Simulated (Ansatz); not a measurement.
Molecule: fluorane, HF, net charge 0, singlet state. 
Geometry from a B3LYP-D3(BJ)/def2-TZVP (Ansatz, a program for electronic structure) optimisation:
SMILES: F
```xyz
2

F      0.0000     0.0000    -0.0925
H      0.0000     0.0000     0.8321
```
Charge 0, spin multiplicity 1.

Basis-set convergence of Hartree-Fock and MP2 correlation energies (hartree) with Ansatz. Cores are frozen in the correlated levels unless marked. No spin-orbit coupling. Non-relativistic.

| basis | functions | E(HF) | E(corr, MP2) |
|---|---|---|---|
| def2-SVP | 19 | -99.93212 | -0.19981 |
| def2-TZVPP | 45 | -100.06493 | -0.27088 |
| def2-QZVPP | 87 | -100.06977 | -0.29711 |

Extrapolating the two largest sets (X = 3 and 4) as X^-3: E(corr) = (64·(-0.29711) - 27·(-0.27088))/37 = -0.3163 Eh, an estimate of the basis-set limit. The largest set recovers 93.9 % of it, the smallest 63.2 %.
